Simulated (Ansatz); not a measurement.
```yaml
crystal:
  periodic: [false, false, false]
  atoms:
    - {symbol: Ge, position_ang: [-0.713903, 0.014831, 0.002508]}
    - {symbol: Cl, position_ang: [1.603505, -0.029301, -0.005644]}
    - {symbol: H, position_ang: [-2.513558, 0.950574, 0.006156]}
    - {symbol: H, position_ang: [-2.438284, -0.988768, 0.011657]}
basis:
  gaussian: {orbitals: def2-TZVP}
magnetization: {spin_polarized: true, initial_magnetization: 3}
hamiltonian: {xc: pbe0}
relax: {f_tol: 0.004, max_steps: 80}
```

```sh
$ ansatz run in.yaml --threads 1 --pin off --events-out ev --progress --plain --max-ram 2176MiB
```

Steps of the relaxation (energy above the last step; positions in Å, forces in eV/Å):

```
4
step 1, 884.7 meV
Ge   -0.714    0.015    0.003   -0.290   -0.083    0.001
Cl    1.604   -0.029   -0.006   -0.897   -0.015    0.003
H    -2.514    0.951    0.006    0.505   -0.395   -0.001
H    -2.438   -0.989    0.012    0.682    0.493   -0.004
```

```
4
step 2, 620.3 meV
Ge   -0.816    0.017    0.003    0.364    0.149   -0.002
Cl    1.440   -0.045   -0.005    0.047   -0.113    0.000
H    -2.408    0.854    0.006   -0.302   -0.345    0.002
H    -2.279   -0.878    0.011   -0.109    0.309   -0.001
```

```
4
step 3, 468.6 meV
Ge   -0.781    0.056    0.003    0.405    0.260   -0.002
Cl    1.462   -0.082   -0.005   -0.009   -0.113    0.000
H    -2.469    0.669    0.007   -0.189   -0.394    0.002
H    -2.274   -0.696    0.010   -0.208    0.247    0.000
```

```
4
step 4, 250.7 meV
Ge   -0.739    0.124    0.002    0.705    0.020   -0.003
Cl    1.487   -0.125   -0.005   -0.069    0.036    0.000
H    -2.525    0.482    0.008   -0.103   -0.681    0.002
H    -2.286   -0.533    0.010   -0.533    0.624    0.000
```

```
4
step 5, 368.6 meV
Ge   -0.676    0.124    0.002    1.198   -0.128   -0.004
Cl    1.529   -0.128   -0.005    0.029    0.146   -0.001
H    -2.553    0.304    0.008   -1.659    4.518   -0.008
H    -2.362   -0.353    0.009    0.431   -4.535    0.012
```

```
4
step 12, 0.0 meV
Ge   -0.604   -0.017    0.002    0.000    0.000    0.000
Cl    1.604   -0.039   -0.006    0.000    0.000    0.000
H    -2.527    0.405    0.008    0.001    0.001    0.000
H    -2.534   -0.402    0.010   -0.001   -0.002    0.000
```

Close pairs at the end: H3–H4 0.807 Å, Ge1–H4 1.968 Å, Ge1–H3 1.968 Å, Ge1–Cl2 2.208 Å.

A stationary point of unrestricted PBE0 after 12 steps, with ⟨S²⟩ = 3.754 against 3.75 for a pure state; no frequencies were run, so it isn't proven a minimum. 58 s on 1 thread of Arm Neoverse V1, shared host.
